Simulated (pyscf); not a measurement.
PySCF, gas phase, ωB97X-D3(BJ)/def2-SVP geometries. MP2 and CC: frozen core, UHF for open shells. ΔMP2 is the change of the MP2 total energy from the triple- to the quadruple-zeta basis.

For H₃Si–Cl + CH₃• -> SiH₃• + H₃C–Cl, an atom transfer (doublet surface; Cl–Si broken, C–Cl formed), PBE/def2-TZVP gives ΔE‡ = 21.0 kcal/mol and ΔE = +18.8 kcal/mol (zero: the separated reactants). In which direction and how far do B3LYP-D3(BJ)/def2-TZVP, M06-2X/def2-TZVP, CCSD(T)/def2-TZVPP + ΔMP2(QZVPP) move these?

B3LYP-D3(BJ): ΔE‡ = 27.6 kcal/mol, ΔE = +23.2 kcal/mol; M06-2X: ΔE‡ = 30.4 kcal/mol, ΔE = +21.6 kcal/mol; CCSD(T): ΔE‡ = 32.3 kcal/mol, ΔE = +23.6 kcal/mol. PBE's barrier lies under all of them, by 6.6 to 11.3 kcal/mol. Its reaction energy lies under all of them, by 2.8 to 4.7 kcal/mol. Low barriers are usual for a GGA, whose delocalisation error favours stretched bonds. The same reactants have a lower exit, to CH₄ + •H₂Si–Cl (barrier +7.5 kcal/mol at ωB97M-D3(BJ), against +32.8 kcal/mol here). One saddle was located; it need not be the lowest between these sides. The angle at the transferred Cl is 180°. The CCSD(T) − MP2 part came from Ansatz, without density fitting, on the same reference.
